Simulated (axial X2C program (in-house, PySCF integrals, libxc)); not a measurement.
**Outer orbitals of PO⁺ at 1.430 Å, r2SCAN**

Computed with an axial X2C code built on PySCF integrals. Spin-free means the one-electron spin-free X2C Hamiltonian; two-component (2c) means X2C with spin–orbit coupling and atomic mean-field two-electron Coulomb and Gaunt terms, so the difference of the two also holds small scalar two-electron terms. Basis: P dyall-v3z [8s7p2d1f], O dyall-av3z [7s6p3d2f] (cores contracted in-house); Gaussian nuclei, density fitting, unrestricted open shells. Masses: P 30.974 u, O 15.995 u.

The distance is close to the 2c PBE0 minimum; the highest filled and lowest empty levels are listed.

Spin-free orbitals, state M_S = 0, Λ = 0 (closed shell) (Löwdin shares):

| symmetry | occupied | ε (eV) | atomic character |
| --- | --- | --- | --- |
| σα | yes | -22.74 | 42% P s, 33% O p, 12% O s |
| π-α | yes | -18.78 | 69% O p, 23% P p, 4% P d |
| π+α | yes | -18.78 | 69% O p, 23% P p, 4% P d |
| σα | yes | -18.32 | 49% O p, 26% P p, 14% P s |
| π-α | no | -12.19 | 58% P p, 21% O p, 11% P d |
| π+α | no | -12.19 | 58% P p, 21% O p, 11% P d |
| σα | no | -7.08 | 41% P d, 36% P p, 12% O s |
| σα | no | -2.55 | 56% O s, 17% P s, 10% O p |

One partner of each degenerate Kramers or spin pair is listed.

Spinors with spin–orbit coupling (state Ω = 0):

```tsv
ω	occupied	ε (eV)	atomic character	λ mixture
1/2	yes	-22.73	42% P s, 33% O p, 12% O s	100% σ
1/2	yes	-18.79	69% O p, 23% P p, 4% P d	100% π
3/2	yes	-18.77	69% O p, 23% P p, 4% P d	100% π
1/2	yes	-18.31	49% O p, 26% P p, 14% P s	100% σ
1/2	no	-12.20	58% P p, 21% O p, 11% P d	100% π
3/2	no	-12.17	58% P p, 21% O p, 11% P d	100% π
1/2	no	-7.08	41% P d, 36% P p, 12% O s	100% σ
1/2	no	-2.52	55% O s, 18% P s, 10% O p	100% σ
```

One partner of each degenerate Kramers or spin pair is listed.

Mulliken charges and populations of the two-component result (they depend on the basis, above all on diffuse functions):

P 0.97 e (s 5.84 p 7.96 d 0.20 f 0.03), O 0.03 e (s 3.80 p 4.11 d 0.06 f 0.01).

The state is a single determinant with fixed occupations, the lowest that a limited PBE0 search found.
